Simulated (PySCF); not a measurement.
## Electric properties by functional and basis

Nitric acid, HNO3.
SMILES: `O=[N+]([O-])O`

PySCF, dipoles from the SCF density, polarisabilities from static response with core orbitals frozen. Isolated species at its PBE0-D3(BJ)/def2-SVP geometry (one conformer only).

The anisotropy is √(½[(α1 − α2)² + (α2 − α3)² + (α3 − α1)²]).

| level | μ (D) | α (Å³) | anisotropy (Å³) |
| --- | --- | --- | --- |
| LDA/def2-SVPD | 2.406 | 3.86 | 2.08 |
| PBE/def2-SVPD | 2.348 | 3.87 | 2.11 |
| B3LYP/def2-SVPD | 2.431 | 3.75 | 2.07 |
| PBE0/def2-SVPD | 2.440 | 3.70 | 2.03 |
| BHandHLYP/def2-SVPD | 2.539 | 3.60 | 2.03 |
| CAM-B3LYP/def2-SVPD | 2.473 | 3.72 | 2.06 |
| wB97X-D/def2-SVPD | 2.464 | 3.71 | 2.03 |
| LC-wPBE/def2-SVPD | 2.465 | 3.69 | 2.04 |
| HF/def2-SVPD | 2.709 | 3.46 | 2.05 |

The dipole runs from 2.35 D (PBE/def2-SVPD) to 2.71 D (HF/def2-SVPD). In one basis (def2-SVPD) the functionals order the polarisability from HF (lowest) to PBE (highest), a spread of 12%.
